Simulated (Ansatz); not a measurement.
# BNSi: the cost of one run

Program: Ansatz 0.2.0, Gaussian basis. Level of theory: def2-QZVPP, core rule «outside noble gas», up to 7 orbitals frozen. These are calculated values, not measurements.

To be run: UHF; ROHF; CCSD(T) on UHF.

2 further runs of the same task are left out: 2 set aside as unsound or not needed.

### Step 1. The geometry

The geometry is a PBE0/def2-TZVP stationary point (not a proven minimum).

3 atoms, charge 0, spin multiplicity 3.

Atoms are counted from 1 here; the program's logs count them from 0.

Bond lengths: B1–N2 1.274 Å, N2–Si3 1.674 Å. Angles: B1–N2–Si3 180.0°.

Geometry (Å):

```xyz
3
charge 0, multiplicity 3
B     0.0000    0.0000   -1.4078
N     0.0000    0.0000   -0.1333
Si    0.0000    0.0000    1.5410
```

### Step 2. UHF

The input, in.yaml:

```yaml
crystal:
  periodic: [false, false, false]
  atoms:
    - {symbol: B, position_ang: [0.000000, 0.000000, -1.407767]}
    - {symbol: N, position_ang: [0.000000, 0.000000, -0.133267]}
    - {symbol: Si, position_ang: [0.000000, 0.000000, 1.541033]}
basis:
  gaussian: {orbitals: "def2-QZVPP.json"}
magnetization: {spin_polarized: true, initial_magnetization: 2}
hamiltonian: {xc: hf}
output: {orbitals: {seedname: orbitals}}
```

Started as:

```sh
> ansatz run in.yaml --threads 1 --pin off --events-out ev --progress --plain --max-ram 2393MiB
```

**Question.** How long does this run take on 1 thread of Arm Neoverse V1, shared host, and how much memory does it need?

About 14 s, with a peak of 0.4 GiB.
